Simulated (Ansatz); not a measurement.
Relaxed structures of SiNH5S, closed shell (PBE0-D4/def2-TZVP; forces vanish, vibrations not checked; lower isomers may exist, and structures with a doubtful reference or unclear bonds are left out; Å). Ansatz 0.2.0; basis: def2-TZVPP; cores frozen in the correlated methods.

(1) Rank them by CCSD(T) energy, lowest first, and give each one's height above the lowest. Links in brackets join atoms within 1.22 times the sum of their covalent radii (1.1 for two metals). (Judge from chemistry; the value comes from the calculation.)
A.
SiNH₅S ([NH2][SiH2][SH])
```
8
angstrom
N -0.9487 0.7636 -0.7502
Si 0.3435 0.2185 0.2208
S 0.5616 -1.9188 0.1173
H -1.8770 0.3843 -0.6658
H -0.7738 1.1356 -1.6680
H 0.1403 0.5343 1.6573
H 1.5489 0.9162 -0.2913
H 1.0051 -2.0336 1.3799
```
B.
a complex of SiNH₃S ([NH][SiH][SH]) + H₂
```
8
angstrom
N -0.9294 0.8054 -0.7817
Si 0.2879 -0.1327 -0.4035
S 0.3528 -2.1994 0.0314
H -1.8909 0.5113 -0.8665
H 0.2940 0.5461 2.9110
H -0.1184 0.9795 2.4627
H 1.6407 0.4466 -0.3221
H 1.6832 -2.1917 0.2264
```
C.
SiNH₅S ([NH3][SiH2][S])
```
8
angstrom
N -1.0306 0.7854 -0.5623
Si 0.5265 -0.0066 0.3305
S 0.6091 -1.8667 -0.3329
H -1.8316 0.2031 -0.3284
H -0.8778 0.6878 -1.5636
H 0.0947 0.3501 1.7161
H 1.4896 1.0563 -0.0894
H -1.2386 1.7568 -0.3417
```
D.
SiNH₅S ([SiH2][NH2][SH])
```
8
angstrom
N 0.2619 0.1700 0.3445
Si -1.0207 1.2609 -0.7884
S 0.3124 -1.5340 -0.0217
H -2.0912 0.2042 -0.5489
H -0.4706 0.5712 -2.0300
H -0.0246 0.3230 1.3069
H 1.1749 0.5943 0.2099
H 1.2353 -1.9092 0.8947
```

No T1 diagnostic of these runs exceeds 0.017.

Answers

(1) Computed: A (0.00 kcal/mol), C (11.08 kcal/mol), B (53.15 kcal/mol), D (80.43 kcal/mol). Heights count from the lowest.

For scale, one of the runs: CCSD(T)/def2-TZVPP, 185 basis functions, launched by `ansatz run in.yaml --threads 2 --pin off --events-out ev --progress --plain --max-ram 4352MiB`. Hardware: 2 CPU threads of an Arm Neoverse V1, shared host. Wall time 46 s; peak host memory 1.7 GiB.
